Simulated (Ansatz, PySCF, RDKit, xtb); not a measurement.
# Solving C2H2N, step by step

Only the formula C2H2N is given (odd number of electrons). Aim: find the structure of lowest free energy at 600 K, then its properties.

The funnel: GFN2-xTB relaxations, single points with a density functional, relaxations at PBE-D3(BJ)/def2-SVP, harmonic vibrations, and a last energy at a higher level. All values are calculated.

3 further runs of the same task are left out: 3 set aside as unsound or not needed.

### Step 1. Drawing up candidates

All bonding patterns within simple valence rules are listed by program: one Lewis structure each, at most two rings and one unusual centre or charged pair. O–O, O–halogen and N–halogen bonds and N–N–N chains are not drawn. That gives 11 candidates.

| label | SMILES | spin |
| --- | --- | --- |
| c279 | [C]1=[C-][NH2+]1 | doublet |
| c543 | [CH]=C=N | doublet |
| c568 | [C]=C[NH] | doublet |
| c724 | [CH]1C=N1 | doublet |
| c743 | [CH]=[N+]=[CH-] | doublet |
| c767 | [CH]C=[N] | doublet |
| c775 | [C]1=NC1 | doublet |
| c804 | [CH2]C#N | doublet |
| c820 | [C]1=CN1 | doublet |
| c842 | [C]#[N+][CH2-] | doublet |
| c984 | [C]#CN | doublet |

Candidates are built by distance geometry, with a force field where one applies, in up to four conformers (letters a to d). 6 starts with atoms placed at random are added, to find patterns that the rules miss.

Q: Predict the outcome of this search (final energies at CCSD(T)/def2-TZVP).

| quantity | value |
| --- | --- |
| lowest structure found | [CH2]C#N, doublet, C2v |
| next finalist | [C]#[N+][CH2-], doublet, 23.8 kcal/mol higher in G |
| share at equilibrium, among the finalists | 100.0 % |
| harmonic wavenumbers, lowest and highest (PBE-D3(BJ)/def2-SVP) | 363 and 3206 cm⁻¹ |
| rotational constants, same geometry | 9.263, 0.3369, 0.3251 cm⁻¹ |
| dipole moment (PBE0/def2-TZVPD) | 3.54 D |
| HOMO energy (highest over α and β) (PBE0/def2-TZVPD) | -7.80 eV |
| LUMO energy (lowest over α and β) (PBE0/def2-TZVPD) | -3.50 eV |
| lowest excitation (TD-CAM-B3LYP/def2-SVPD) | 3.77 eV (f = 0.000) |
| strongest of the states computed, same level | 4.73 eV (f = 0.032) |
| vertical ionisation energy (to the singlet cation) | 10.37 eV |
| vertical electron affinity | 1.41 eV |
| vertical quartet less doublet | +5.95 eV |

The search ends on `[CH2]C#N`. The margin of 23.8 kcal/mol over the next finalist is beyond the usual error of the last level; it says nothing of structures that weren't ranked. GFN2-xTB, HF/STO-3G, r2SCAN-D4/def2-SVP, PBE-D3(BJ)/def2-SVP, HF/def2-TZVP and MP2/def2-TZVP already put its bonding pattern lowest among the structures in one piece. The stability test raises a flag; for an open shell a flag towards a general spinor solution can be the free rotation of the spin. Measured bands beside the harmonic value that lies nearest after scaling by 0.96 (printed unscaled): 664 cm⁻¹ (quoted in “Detection of circumstellar CH2CHCN, CH2CN, CH3CCH and H2CS”, 2007, arxiv:0712.1029), calculated 640 cm⁻¹. The calculated value lies -3.6 % away; anharmonicity is left out, and bands are matched by nearness alone, so a match can be wrong and a large miss can look smaller than it is. Lowest found is not proven lowest: the search is finite, and each finalist counts with one conformer.
